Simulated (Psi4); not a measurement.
## PF3 (phosphorus trifluoride): a line through the functionals

The species is PF3 (4 atoms), meant as a singlet with charge 0. As SMILES, `FP(F)F`. The shape is that of a PBE0-D4/def2-TZVP optimisation.

The dipole moment y, in D, basis 6-311+G(d,p); a is the functional's share of exact exchange. Programs: Psi4 1.11.

```
functional  program     a  y (D)
      BLYP     Psi4     0   1.27
    r2SCAN     Psi4     0   1.20
     B3LYP     Psi4   0.2      ?
      PBE0     Psi4  0.25   1.34
     BHLYP     Psi4   0.5   1.55
```

Q: Fit y = c + s·a to the known rows and predict B3LYP.

A: 
1. Means of the 4 rows: a = 0.1875, y = 1.340.
2. Σ(Δa)² = 0.17188, Σ(Δa·Δy) = 0.105, so the slope is 0.105/0.17188 = 0.61089.
3. Intercept: 1.340 − (0.61089) × 0.1875 = 1.225. The largest residual of the fit is 0.045.
4. B3LYP: 1.225 + (0.61089) × 0.2 = 1.35 D.

The run gave 1.40 D, so the prediction is off by -0.05 D, about the largest residual. More exact exchange makes the molecule more polar here. The rows mix families of semi-local functionals, which the line can't see. The measured value is 1.03 D (NIST CCCBDB).
